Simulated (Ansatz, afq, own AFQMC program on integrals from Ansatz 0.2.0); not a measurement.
Two steps: Ansatz 0.2.0 writes the Fock matrix and Cholesky factors of the valence space, and afq projects on them the lowest state that overlaps trial and start.

```yaml
crystal:
  periodic: [false, false, false]
  atoms:
    - {symbol: N, position_ang: [0.000000, 0.000000, 0.000000]}
    - {symbol: H, position_ang: [0.000000, 0.000000, 0.953000]}
basis:
  gaussian: {orbitals: "6-31++G**"}
total_charge: -1
magnetization: {spin_polarized: true, initial_magnetization: 1}
correlation: {method: ccsd_t, electrons: outside_noble_gas, hamiltonian_folder: ham}
```

```sh
$ ansatz run in.yaml --threads 1 --pin off --events-out ev --progress --plain --max-ram 16896MiB --backend cuda --devices 0, --max-vram 18GiB
```

Options of the walk:

```
--method free --trial cisd --walkers 4000 --time-step 0.03 --max-blocks 4000 --target-error 0.00032 --factor-cut 1e-05 --seed 4116 --times 0,0.3,0.6,1.2,1.8,2.4,3.6,4.8,6 --taylor-order 8
```

Times are imaginary, in 1/Eh. The walk had a cap of 61 s.

afq prints:

```
orbitals 24  electrons 4 3  factors 157 of 240
reference energy -54.90437978 Eh
CCSD correlation -0.16982763 Eh in 12 cycles, weight of the determinant in the CISD state 0.9249
repeat  energy at the last time / Eh  error
    10  -55.079651  0.000152
    20  -55.079648  0.000106
    30  -55.079579  0.000088
time / (1/Eh)  energy / Eh  error  mean overlap
  0.00  -55.074184  0.000027  1.0809
  0.30  -55.077304  0.000028  1.0813
  0.60  -55.078278  0.000030  1.0816
  1.20  -55.078955  0.000041  1.0801
  1.80  -55.079114  0.000039  1.0827
  2.40  -55.079289  0.000056  1.0829
  3.60  -55.079447  0.000070  1.0874
  4.80  -55.079640  0.000092  1.0824
  6.00  -55.079564  0.000087  1.0805
energy -55.079564 +/- 0.000087 Eh
```

The run passed its tests (error under three times the target), which doesn't prove that it has relaxed.

Against this walk (error 2.4 meV) on the same determinant: CCSD(T) 30.2 meV higher, CCSDT(Q) 0.1 meV higher (within the noise), CCSDTQ 1.3 meV higher (within the noise), full CI 1.1 meV higher (within the noise). The error is statistical, and a free projection of finite length keeps a remainder of its start.

Cautions: remainder of the start not in the error; an unrestricted solution with more broken spin lies lower (279 meV, ⟨S²⟩ 1.76).

The walk took 16 s on 1 × NVIDIA H100 80GB HBM3 with 2 threads of AMD EPYC 7R13 Processor (Zen 3) (shared host) (the card was shared). The log's last line is the free-projection energy.

CCSDT and higher add their correlation energy to the determinant of the CCSD(T) run, since their own runs factorise the integrals more tightly (a shift of under 2 meV). A walk keeps the symmetry of its determinant, which the program's search chose and which needn't be the lowest solution, so a lower state of the same spin and another symmetry isn't excluded.
